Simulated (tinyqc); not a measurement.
Inside a calculation (part 2 of 2). Method: UHF in the sto-6g basis, for H2O+, spin multiplicity 2. Computed by tinyqc, a small Python program that keeps every step (integrals from PySCF). Command: `OMP_NUM_THREADS=1 python tinyqc.py 25666 25667 out.jsonl` (the two numbers bound the seeds that draw the settings). One thread of a shared host (Intel(R) Xeon(R) Processor @ 2.60GHz), about 0.2 s of CPU time with the checks.

Geometry (angstrom):
```
atom        x         y        z
O     0.00000   0.00000  0.00000
H     0.00000   1.06800  0.88400
H     0.00000  -1.06800  0.88400
```

## Iteration 2: building the Fock matrix

D(alpha) after iteration 1:
```
           1O 1s     1O 2s   1O 2px    1O 2py    1O 2pz     2H 1s     3H 1s
1O 1s    1.05694  -0.24856  0.00000   0.00000   0.02417   0.00895   0.00895
1O 2s   -0.24856   1.09205  0.00000   0.00000  -0.14644  -0.07222  -0.07222
1O 2px   0.00000   0.00000  1.00000   0.00000   0.00000   0.00000   0.00000
1O 2py   0.00000   0.00000  0.00000   0.48559   0.00000   0.28722  -0.28722
1O 2pz   0.02417  -0.14644  0.00000   0.00000   0.54647   0.28273   0.28273
2H 1s    0.00895  -0.07222  0.00000   0.28722   0.28273   0.31619  -0.02359
3H 1s    0.00895  -0.07222  0.00000  -0.28722   0.28273  -0.02359   0.31619
```

D(beta) after iteration 1:
```
           1O 1s     1O 2s   1O 2px    1O 2py    1O 2pz     2H 1s     3H 1s
1O 1s    1.05672  -0.24753  0.00000   0.00000   0.02778   0.00875   0.00875
1O 2s   -0.24753   1.08798  0.00000   0.00000  -0.16356  -0.07541  -0.07541
1O 2px   0.00000   0.00000  0.00000   0.00000   0.00000   0.00000   0.00000
1O 2py   0.00000   0.00000  0.00000   0.42917   0.00000   0.29230  -0.29230
1O 2pz   0.02778  -0.16356  0.00000   0.00000   0.49025   0.29078   0.29078
2H 1s    0.00875  -0.07541  0.00000   0.29230   0.29078   0.37200  -0.02614
3H 1s    0.00875  -0.07541  0.00000  -0.29230   0.29078  -0.02614   0.37200
```

core Hamiltonian H = T + V (hartree):
```
            1O 1s     1O 2s    1O 2px    1O 2py    1O 2pz     2H 1s     3H 1s
1O 1s   -32.69451  -7.22376   0.00000   0.00000  -0.00998  -0.64704  -0.64704
1O 2s    -7.22376  -8.92046   0.00000   0.00000  -0.11845  -1.70402  -1.70402
1O 2px    0.00000   0.00000  -7.19910   0.00000   0.00000   0.00000   0.00000
1O 2py    0.00000   0.00000   0.00000  -7.25655   0.00000  -1.04527   1.04527
1O 2pz   -0.00998  -0.11845   0.00000   0.00000  -7.23846  -0.88699  -0.88699
2H 1s    -0.64704  -1.70402   0.00000  -1.04527  -0.88699  -3.75270  -0.48649
3H 1s    -0.64704  -1.70402   0.00000   1.04527  -0.88699  -0.48649  -3.75270
```

nuclear repulsion = 6.3548471 hartree

Given earlier and not repeated: Two-electron integrals (ij|kl) in chemists' order.

J_ij = sum D_kl (ij|kl) with D = D(alpha) + D(beta), K_ij = sum D_kl (ik|jl) for each spin; F = H + J - K(s); E = tr D H + tr D J / 2 - 0.5 sum_s tr D(s) K(s) + E_nn.

Coulomb J (hartree):
```
           1O 1s    1O 2s   1O 2px    1O 2py    1O 2pz    2H 1s     3H 1s
1O 1s   16.06994  2.79147  0.00000   0.00000  -0.00205  0.25578   0.25578
1O 2s    2.79147  7.16127  0.00000   0.00000   0.05430  1.36253   1.36253
1O 2px   0.00000  0.00000  7.12935   0.00000   0.00000  0.00000   0.00000
1O 2py   0.00000  0.00000  0.00000   7.17944   0.00000  0.90679  -0.90679
1O 2pz  -0.00205  0.05430  0.00000   0.00000   7.17501  0.76374   0.76374
2H 1s    0.25578  1.36253  0.00000   0.90679   0.76374  3.60751   0.39955
3H 1s    0.25578  1.36253  0.00000  -0.90679   0.76374  0.39955   3.60751
```

exchange K(alpha) (hartree):
```
          1O 1s     1O 2s   1O 2px    1O 2py    1O 2pz    2H 1s     3H 1s
1O 1s   4.90971   0.75816  0.00000   0.00000   0.00118  0.07636   0.07636
1O 2s   0.75816   1.28690  0.00000   0.00000  -0.02321  0.27326   0.27326
1O 2px  0.00000   0.00000  1.13905   0.00000   0.00000  0.00000   0.00000
1O 2py  0.00000   0.00000  0.00000   0.84647   0.00000  0.22677  -0.22677
1O 2pz  0.00118  -0.02321  0.00000   0.00000   0.86864  0.20934   0.20934
2H 1s   0.07636   0.27326  0.00000   0.22677   0.20934  0.41584   0.06046
3H 1s   0.07636   0.27326  0.00000  -0.22677   0.20934  0.06046   0.41584
```

exchange K(beta) (hartree):
```
          1O 1s     1O 2s   1O 2px    1O 2py    1O 2pz    2H 1s     3H 1s
1O 1s   4.88080   0.71473  0.00000   0.00000   0.00086  0.07164   0.07164
1O 2s   0.71473   1.08623  0.00000   0.00000  -0.03392  0.24951   0.24951
1O 2px  0.00000   0.00000  0.25279   0.00000   0.00000  0.00000   0.00000
1O 2py  0.00000   0.00000  0.00000   0.75130   0.00000  0.22418  -0.22418
1O 2pz  0.00086  -0.03392  0.00000   0.00000   0.77329  0.20684   0.20684
2H 1s   0.07164   0.24951  0.00000   0.22418   0.20684  0.45207   0.05968
3H 1s   0.07164   0.24951  0.00000  -0.22418   0.20684  0.05968   0.45207
```

F(alpha) (hartree):
```
            1O 1s     1O 2s    1O 2px    1O 2py    1O 2pz     2H 1s     3H 1s
1O 1s   -21.53428  -5.19045   0.00000   0.00000  -0.01321  -0.46762  -0.46762
1O 2s    -5.19045  -3.04609   0.00000   0.00000  -0.04095  -0.61475  -0.61475
1O 2px    0.00000   0.00000  -1.20880   0.00000   0.00000   0.00000   0.00000
1O 2py    0.00000   0.00000   0.00000  -0.92358   0.00000  -0.36525   0.36525
1O 2pz   -0.01321  -0.04095   0.00000   0.00000  -0.93209  -0.33258  -0.33258
2H 1s    -0.46762  -0.61475   0.00000  -0.36525  -0.33258  -0.56103  -0.14740
3H 1s    -0.46762  -0.61475   0.00000   0.36525  -0.33258  -0.14740  -0.56103
```

F(beta) (hartree):
```
            1O 1s     1O 2s    1O 2px    1O 2py    1O 2pz     2H 1s     3H 1s
1O 1s   -21.50536  -5.14701   0.00000   0.00000  -0.01289  -0.46290  -0.46290
1O 2s    -5.14701  -2.84542   0.00000   0.00000  -0.03024  -0.59100  -0.59100
1O 2px    0.00000   0.00000  -0.32254   0.00000   0.00000   0.00000   0.00000
1O 2py    0.00000   0.00000   0.00000  -0.82841   0.00000  -0.36266   0.36266
1O 2pz   -0.01289  -0.03024   0.00000   0.00000  -0.83674  -0.33008  -0.33008
2H 1s    -0.46290  -0.59100   0.00000  -0.36266  -0.33008  -0.59726  -0.14662
3H 1s    -0.46290  -0.59100   0.00000   0.36266  -0.33008  -0.14662  -0.59726
```

total energy of this density = -75.1572569 hartree

## Iteration 2: diagonalisation and new density

X:
```
               1         2         3        4         5         6        7
1O 1s   -0.44843   0.00000   0.66324  0.00000  -0.59445   0.00000  0.25543
1O 2s    0.88689   0.00000  -0.26702  0.00000  -0.30930   0.00000  0.49239
1O 2px   0.00000   0.00000   0.00000  1.00000   0.00000   0.00000  0.00000
1O 2py   0.00000   0.76716   0.00000  0.00000   0.00000   0.69937  0.00000
1O 2pz   0.38512   0.00000   0.69488  0.00000   0.60379   0.00000  0.22877
2H 1s   -0.52702  -0.65427  -0.25295  0.00000   0.21326   0.41002  0.38922
3H 1s   -0.52702   0.65427  -0.25295  0.00000   0.21326  -0.41002  0.38922
```

Diagonalise F' = X^T F X, C = X C', fill 5 alpha and 4 beta electrons from the bottom; D(s) = C_occ C_occ^T. Each column has its largest component positive (the first on a tie).

F' = X^T F X (alpha) (hartree):
```
          1         2         3         4         5         6         7
1  -2.17562   0.00000   3.62484   0.00000  -3.43570   0.00000   1.46339
2   0.00000  -0.16437   0.00000   0.00000   0.00000  -0.16913   0.00000
3   3.62484   0.00000  -8.00761   0.00000   7.88439   0.00000  -4.65479
4   0.00000   0.00000   0.00000  -1.20880   0.00000   0.00000   0.00000
5  -3.43570   0.00000   7.88439   0.00000  -9.96114   0.00000   5.40275
6   0.00000  -0.16913   0.00000   0.00000   0.00000  -1.00977   0.00000
7   1.46339   0.00000  -4.65479   0.00000   5.40275   0.00000  -4.49904
```

orbital energies (alpha) (hartree): MO1 -21.53682, MO2 -1.90090, MO3 -1.20880, MO4 -1.04235, MO5 -1.02505, MO6 -0.18063, MO7 -0.13179

coefficients C (alpha):
```
             MO1       MO2      MO3       MO4       MO5       MO6       MO7
1O 1s    0.99717  -0.24548  0.00000   0.00000   0.03499   0.06135   0.00000
1O 2s    0.01224   1.00829  0.00000   0.00000  -0.19137  -0.37758   0.00000
1O 2px   0.00000   0.00000  1.00000   0.00000   0.00000   0.00000   0.00000
1O 2py   0.00000   0.00000  0.00000   0.83186   0.00000   0.00000  -0.62102
1O 2pz   0.00110   0.04262  0.00000   0.00000   0.86712  -0.54255   0.00000
2H 1s   -0.00156   0.03339  0.00000   0.27886   0.24513   0.69102   0.72002
3H 1s   -0.00156   0.03339  0.00000  -0.27886   0.24513   0.69102  -0.72002
```

F' = X^T F X (beta) (hartree):
```
          1         2         3         4         5         6         7
1  -2.08684   0.00000   3.61250   0.00000  -3.44788   0.00000   1.57641
2   0.00000  -0.14524   0.00000   0.00000   0.00000  -0.09895   0.00000
3   3.61250   0.00000  -7.95665   0.00000   7.93108   0.00000  -4.64776
4   0.00000   0.00000   0.00000  -0.32254   0.00000   0.00000   0.00000
5  -3.44788   0.00000   7.93108   0.00000  -9.89581   0.00000   5.36039
6   0.00000  -0.09895   0.00000   0.00000   0.00000  -0.97270   0.00000
7   1.57641   0.00000  -4.64776   0.00000   5.36039   0.00000  -4.41991
```

orbital energies (beta) (hartree): MO1 -21.50709, MO2 -1.71433, MO3 -0.98437, MO4 -0.95992, MO5 -0.32254, MO6 -0.17786, MO7 -0.13358

coefficients C (beta):
```
             MO1       MO2       MO3       MO4      MO5       MO6       MO7
1O 1s    0.99769  -0.24071   0.00000   0.04380  0.00000   0.06602   0.00000
1O 2s    0.01005   0.99177   0.00000  -0.23718  0.00000  -0.39499   0.00000
1O 2px   0.00000   0.00000   0.00000   0.00000  1.00000   0.00000   0.00000
1O 2py   0.00000   0.00000   0.78440   0.00000  0.00000   0.00000  -0.67998
1O 2pz   0.00100   0.04083   0.00000   0.82733  0.00000  -0.60160   0.00000
2H 1s   -0.00129   0.06040   0.33058   0.29062  0.00000   0.67127   0.69779
3H 1s   -0.00129   0.06040  -0.33058   0.29062  0.00000   0.67127  -0.69779
```

D(alpha) after iteration 2:
```
           1O 1s     1O 2s   1O 2px    1O 2py    1O 2pz     2H 1s     3H 1s
1O 1s    1.05583  -0.24200  0.00000   0.00000   0.02097  -0.00118  -0.00118
1O 2s   -0.24200   1.05342  0.00000   0.00000  -0.12295  -0.01327  -0.01327
1O 2px   0.00000   0.00000  1.00000   0.00000   0.00000   0.00000   0.00000
1O 2py   0.00000   0.00000  0.00000   0.69199   0.00000   0.23197  -0.23197
1O 2pz   0.02097  -0.12295  0.00000   0.00000   0.75372   0.21398   0.21398
2H 1s   -0.00118  -0.01327  0.00000   0.23197   0.21398   0.13897  -0.01656
3H 1s   -0.00118  -0.01327  0.00000  -0.23197   0.21398  -0.01656   0.13897
```

D(beta) after iteration 2:
```
           1O 1s     1O 2s   1O 2px    1O 2py    1O 2pz     2H 1s     3H 1s
1O 1s    1.05524  -0.23909  0.00000   0.00000   0.02740  -0.00310  -0.00310
1O 2s   -0.23909   1.03997  0.00000   0.00000  -0.15572  -0.00904  -0.00904
1O 2px   0.00000   0.00000  0.00000   0.00000   0.00000   0.00000   0.00000
1O 2py   0.00000   0.00000  0.00000   0.61528   0.00000   0.25931  -0.25931
1O 2pz   0.02740  -0.15572  0.00000   0.00000   0.68615   0.24291   0.24291
2H 1s   -0.00310  -0.00904  0.00000   0.25931   0.24291   0.19740  -0.02117
3H 1s   -0.00310  -0.00904  0.00000  -0.25931   0.24291  -0.02117   0.19740
```

## Iteration 48 (converged): orbitals

converged F(alpha) (hartree):
```
            1O 1s     1O 2s    1O 2px    1O 2py    1O 2pz     2H 1s     3H 1s
1O 1s   -21.20698  -5.13893   0.00000   0.00000  -0.01602  -0.46284  -0.46284
1O 2s    -5.13893  -2.93154   0.00000   0.00000  -0.08161  -0.59306  -0.59306
1O 2px    0.00000   0.00000  -1.03976   0.00000   0.00000   0.00000   0.00000
1O 2py    0.00000   0.00000   0.00000  -0.94898   0.00000  -0.32488   0.32488
1O 2pz   -0.01602  -0.08161   0.00000   0.00000  -0.95999  -0.28556  -0.28556
2H 1s    -0.46284  -0.59306   0.00000  -0.32488  -0.28556  -0.41349  -0.13534
3H 1s    -0.46284  -0.59306   0.00000   0.32488  -0.28556  -0.13534  -0.41349
```

converged F(beta) (hartree):
```
            1O 1s     1O 2s    1O 2px    1O 2py    1O 2pz     2H 1s     3H 1s
1O 1s   -21.15931  -5.06888   0.00000   0.00000  -0.01526  -0.45578  -0.45578
1O 2s    -5.06888  -2.61669   0.00000   0.00000  -0.02214  -0.57608  -0.57608
1O 2px    0.00000   0.00000  -0.12187   0.00000   0.00000   0.00000   0.00000
1O 2py    0.00000   0.00000   0.00000  -0.56878   0.00000  -0.35410   0.35410
1O 2pz   -0.01526  -0.02214   0.00000   0.00000  -0.60254  -0.32289  -0.32289
2H 1s    -0.45578  -0.57608   0.00000  -0.35410  -0.32289  -0.70074  -0.14856
3H 1s    -0.45578  -0.57608   0.00000   0.35410  -0.32289  -0.14856  -0.70074
```

As before.

F' = X^T F X (alpha) (hartree):
```
          1         2         3         4         5         6         7
1  -2.07719   0.00000   3.50173   0.00000  -3.46263   0.00000   1.39586
2   0.00000  -0.14437   0.00000   0.00000   0.00000  -0.26698   0.00000
3   3.50173   0.00000  -7.88467   0.00000   7.75211   0.00000  -4.63738
4   0.00000   0.00000   0.00000  -1.03976   0.00000   0.00000   0.00000
5  -3.46263   0.00000   7.75211   0.00000  -9.77795   0.00000   5.35417
6   0.00000  -0.26698   0.00000   0.00000   0.00000  -0.93035   0.00000
7   1.39586   0.00000  -4.63738   0.00000   5.35417   0.00000  -4.36427
```

orbital energies (alpha) (hartree): MO1 -21.21018, MO2 -1.79263, MO3 -1.03976, MO4 -1.01246, MO5 -0.98761, MO6 -0.11366, MO7 -0.06226

coefficients C (alpha):
```
             MO1       MO2      MO3       MO4       MO5       MO6       MO7
1O 1s    0.99680  -0.24566  0.00000   0.00000   0.03929   0.06397   0.00000
1O 2s    0.01381   1.00276  0.00000   0.00000  -0.19135  -0.39199   0.00000
1O 2px   0.00000   0.00000  1.00000   0.00000   0.00000   0.00000   0.00000
1O 2py   0.00000   0.00000  0.00000   0.89399   0.00000   0.00000  -0.52768
1O 2pz   0.00136   0.09507  0.00000   0.00000   0.92912  -0.41925   0.00000
2H 1s   -0.00181   0.03544  0.00000   0.19957   0.14723   0.71817   0.74590
3H 1s   -0.00181   0.03544  0.00000  -0.19957   0.14723   0.71817  -0.74590
```

F' = X^T F X (beta) (hartree):
```
          1         2         3         4         5         6         7
1  -1.94396   0.00000   3.53706   0.00000  -3.35581   0.00000   1.70276
2   0.00000  -0.09656   0.00000   0.00000   0.00000   0.09239   0.00000
3   3.53706   0.00000  -7.72719   0.00000   7.92126   0.00000  -4.54053
4   0.00000   0.00000   0.00000  -0.12187   0.00000   0.00000   0.00000
5  -3.35581   0.00000   7.92126   0.00000  -9.65229   0.00000   5.26171
6   0.00000   0.09239   0.00000   0.00000   0.00000  -0.87002   0.00000
7   1.70276   0.00000  -4.54053   0.00000   5.26171   0.00000  -4.32352
```

orbital energies (beta) (hartree): MO1 -21.16109, MO2 -1.51075, MO3 -0.88091, MO4 -0.83273, MO5 -0.14239, MO6 -0.12187, MO7 -0.08568

coefficients C (beta):
```
             MO1       MO2       MO3       MO4       MO5      MO6       MO7
1O 1s    0.99765  -0.23278   0.00000   0.07287  -0.06928  0.00000   0.00000
1O 2s    0.01022   0.94674   0.00000  -0.38056   0.39338  0.00000   0.00000
1O 2px   0.00000   0.00000   0.00000   0.00000   0.00000  1.00000   0.00000
1O 2py   0.00000   0.00000   0.60483   0.00000   0.00000  0.00000   0.84371
1O 2pz   0.00112   0.04560   0.00000   0.68412   0.76025  0.00000   0.00000
2H 1s   -0.00134   0.12349   0.48374   0.41508  -0.59260  0.00000  -0.60182
3H 1s   -0.00134   0.12349  -0.48374   0.41508  -0.59260  0.00000   0.60182
```

D(alpha) after iteration 48:
```
           1O 1s     1O 2s   1O 2px    1O 2py    1O 2pz     2H 1s     3H 1s
1O 1s    1.05550  -0.24009  0.00000   0.00000   0.01451  -0.00473  -0.00473
1O 2s   -0.24009   1.04233  0.00000   0.00000  -0.08243   0.00734   0.00734
1O 2px   0.00000   0.00000  1.00000   0.00000   0.00000   0.00000   0.00000
1O 2py   0.00000   0.00000  0.00000   0.79922   0.00000   0.17842  -0.17842
1O 2pz   0.01451  -0.08243  0.00000   0.00000   0.87231   0.14016   0.14016
2H 1s   -0.00473   0.00734  0.00000   0.17842   0.14016   0.06277  -0.01689
3H 1s   -0.00473   0.00734  0.00000  -0.17842   0.14016  -0.01689   0.06277
```

D(beta) after iteration 48:
```
           1O 1s     1O 2s   1O 2px    1O 2py    1O 2pz     2H 1s     3H 1s
1O 1s    1.05480  -0.23792  0.00000   0.00000   0.04035   0.00016   0.00016
1O 2s   -0.23792   1.04124  0.00000   0.00000  -0.21716  -0.04106  -0.04106
1O 2px   0.00000   0.00000  0.00000   0.00000   0.00000   0.00000   0.00000
1O 2py   0.00000   0.00000  0.00000   0.36582   0.00000   0.29258  -0.29258
1O 2pz   0.04035  -0.21716  0.00000   0.00000   0.47010   0.28959   0.28959
2H 1s    0.00016  -0.04106  0.00000   0.29258   0.28959   0.42155  -0.04647
3H 1s    0.00016  -0.04106  0.00000  -0.29258   0.28959  -0.04647   0.42155
```

## Convergence

Stop when the energy changes by less than 1e-08 hartree and every element of the error matrix X^T (F D S - S D F) X (for each spin) is below 3e-05.

Course of the cycle:
```
iteration  E (hartree)     change  largest element of the error matrix
1          -74.4530058          -                             2.22e-01
2          -75.1572569  -7.04e-01                             1.72e-01
3          -75.2389813  -8.17e-02                             6.82e-02
4          -75.2501178  -1.11e-02                             2.63e-02
5          -75.2523298  -2.21e-03                             1.82e-02
6          -75.2534994  -1.17e-03                             1.13e-02
7          -75.2544684  -9.69e-04                             1.07e-02
8          -75.2553437  -8.75e-04                             9.62e-03
9          -75.2561315  -7.88e-04                             9.07e-03
10         -75.2568311  -7.00e-04                             8.65e-03
11         -75.2574415  -6.10e-04                             8.08e-03
12         -75.2579646  -5.23e-04                             7.48e-03
13         -75.2584049  -4.40e-04                             6.85e-03
14         -75.2587689  -3.64e-04                             6.21e-03
...                ...        ...                                  ...
35         -75.2600719  -7.17e-07                             2.66e-04
36         -75.2600724  -5.11e-07                             2.25e-04
37         -75.2600728  -3.64e-07                             1.90e-04
38         -75.2600731  -2.60e-07                             1.60e-04
39         -75.2600732  -1.85e-07                             1.35e-04
40         -75.2600734  -1.31e-07                             1.14e-04
41         -75.2600735  -9.35e-08                             9.60e-05
42         -75.2600735  -6.65e-08                             8.09e-05
43         -75.2600736  -4.72e-08                             6.82e-05
44         -75.2600736  -3.36e-08                             5.75e-05
45         -75.2600736  -2.38e-08                             4.84e-05
46         -75.2600737  -1.69e-08                             4.08e-05
47         -75.2600737  -1.20e-08                             3.44e-05
48         -75.2600737  -8.54e-09                             2.90e-05
```

PySCF UHF in the same basis, after a stability check = -75.2600737 hartree

Converged in 48 iterations.

## Populations, bond orders and dipole

overlap S:
```
          1O 1s    1O 2s   1O 2px    1O 2py   1O 2pz    2H 1s     3H 1s
1O 1s   1.00000  0.23114  0.00000   0.00000  0.00000  0.02057   0.02057
1O 2s   0.23114  1.00000  0.00000   0.00000  0.00000  0.24564   0.24564
1O 2px  0.00000  0.00000  1.00000   0.00000  0.00000  0.00000   0.00000
1O 2py  0.00000  0.00000  0.00000   1.00000  0.00000  0.18046  -0.18046
1O 2pz  0.00000  0.00000  0.00000   0.00000  1.00000  0.14937   0.14937
2H 1s   0.02057  0.24564  0.00000   0.18046  0.14937  1.00000   0.09621
3H 1s   0.02057  0.24564  0.00000  -0.18046  0.14937  0.09621   1.00000
```

Mulliken: Z minus the diagonal of D S on the atom; Loewdin: the same with S^(1/2) D S^(1/2); Mayer order: 2 sum_s sum (D(s) S)_ij (D(s) S)_ji over the two atoms.

Charges (e):
```
atom  Mulliken  Loewdin  Mulliken spin
1O     0.23804  0.29588        1.77414
2H     0.38098  0.35206       -0.38707
3H     0.38098  0.35206       -0.38707
```

Mayer bond orders:
```
pair    order
2-1   0.70290
3-1   0.70290
3-2   0.00214
```

dipole moment about the origin, x y z (debye): 0.00000  0.00000  3.72585

<S^2> of the determinant (pure state: 0.75) = 1.08181
